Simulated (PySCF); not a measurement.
A simulated first-order isotropic EPR spectrum at 9.712 GHz has these lines.

Lines, field (mT) (relative intensity): 345.08 (1), 345.66 (5), 346.23 (10), 346.80 (10), 347.37 (5), 347.94 (1)

**Question.** What is g?

**Answer.** The pattern is symmetric about 346.51 mT, so g = hν/(μB·B0) = 9712/(13.99624 × 346.51) = 2.0025, a shift of +0.2 × 10⁻³ from the free-electron value.

**Question.** Which couplings and how many nuclei make this pattern?

**Answer.** The first two lines at either end are about 0.57 mT apart, which is the smallest coupling, and their intensity ratio 1:5 counts the nuclei that share it. In full: a 1:5:10:10:5:1 sextet of 0.57 mT (16 MHz), from 5 nuclei of spin 1/2. Check: Σ 2nI·a is the distance from the first to the last line, 2.86 mT.

**Question.** The radical has the formula C5H5. Propose a structure, and say which nuclei carry the couplings.

**Answer.** The pattern alone needn't single out one isomer; the structure behind this simulation is `[CH]1C=CC=C1` [radical], numbered [CH:1]1[CH:2]=[CH:3][CH:4]=[CH:5]1 (hydrogens: H6 on C1; H7 on C2; H8 on C3; H9 on C4; H10 on C5). 0.57 mT: 1H at H6 (×5) (α, 1 bond from C1; computed sign −). Largest spin populations (Mulliken): C1 (+0.62), C4 (+0.35), C3 (+0.34) and C5 (-0.13). Three atoms exceed +0.15. The positive populations add up to 1.32 and the negative ones to -0.32, together 2S = 1. The angles at C1 add up to 360.0°, so it is planar.

Computed, not measured: PySCF, UKS B3LYP, pcH-1 on C H, non-relativistic, mean-field spin-orbit, GIAO. Isolated species at its GFN2-xTB geometry, gas phase. The geometry wasn't refined by DFT: couplings that depend on bond lengths, twists or pyramidal angles can differ widely from those at the functional's own minimum. No stability test was run, so a lower SCF solution isn't excluded.

Class means assume fast exchange of nuclei equivalent by connectivity; if that motion is slow, each nucleus keeps its own coupling. The 1H value of -16.0 MHz is a mean of couplings from -39.5 to 3.5 MHz in this one geometry, not an average over conformers.

Rare isotopes and splittings under 0.04 mT were left out of the simulation.
